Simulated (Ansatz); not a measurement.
# AgBi: from a trial structure to a relaxed crystal

All numbers below come from DFT PBE, scalar-relativistic, plane waves, PAW in Ansatz 0.2.0. Cutoff 420 eV, Γ-centred k mesh, Gaussian smearing, no spin polarisation in the final step.

The start puts AgBi on the rock salt structure type (Fm-3m, No. 225), with Ag in place of Na, Bi in place of Cl, at a guessed volume.

```
CELL_PARAMETERS angstrom
0.00000 2.94516 2.94516
2.94516 0.00000 2.94516
2.94516 2.94516 0.00000
ATOMIC_POSITIONS crystal
Ag 0.00000 0.00000 0.00000
Bi 0.50000 0.50000 0.50000
```

Cell and atoms relax at zero pressure; the relaxation can't lower the symmetry of the start.

Formation energies are uncorrected and refer to the elements' standard structures at the same level.

Question: Describe the relaxed structure.

Answer: It keeps Fm-3m (No. 225). The result has the rock salt structure. Conventional cell: a = 5.960 Å. Around Ag lie 6 Bi at 2.98 Å; Bi has 6 Ag at 2.98 Å.

Space group Fm-3m (No. 225). a = 5.960 Å, b = 5.960 Å, c = 5.960 Å, α = 90.00°, β = 90.00°, γ = 90.00°
| atom | site | symmetry | x | y | z |
| --- | --- | --- | --- | --- | --- |
| Ag | 4a | m-3m | 0.0000 | 0.0000 | 0.0000 |
| Bi | 4b | m-3m | 0.5000 | 0.0000 | 0.0000 |

Question: What are its volume, energy, density and gap?

Answer: The volume per atom is 26.47 Å³ and the density is 9.94 g/cm³. The energy over the elements is 0.18 eV/atom. The gap on the 16×16×16 mesh is 0 eV (a metal).

The final run used a 16×16×16 mesh on its 2-atom cell and 0.10 eV smearing. For metals, differences of a few meV/atom aren't resolved. Spin–orbit coupling is left out. Symmetry constrained the relaxation, so the result can be a saddle point. The steps took of the order of 40 core-seconds in all.

Cost: 2 runs of about 0.75 core-minutes in all, on Arm Neoverse V1 (shared hosts).